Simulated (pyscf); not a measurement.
Optimised with ωB97X-D3(BJ)/def2-SVP in PySCF.

Task: Estimate the classical barrier height and the reaction energy of H₃Si–SeH + hydrogen chloride (HCl) → Cl–SiH₂–SeH + hydrogen (H₂) at ωB97M-D3(BJ)/def2-TZVP. The step runs on the singlet surface, breaks H–Si, Cl–H and forms Cl–Si, H–H; take the separated reactants as zero.

Result: ΔE‡ = 1.47 eV, ΔE = -0.80 eV. Zero-point energy shifts the barrier by +0.03 eV. It is a four-centre exchange, with an imaginary mode of 881i cm⁻¹. One saddle was located; it need not be the lowest between these sides. Elements up to Kr have no core potential and no relativistic terms here.
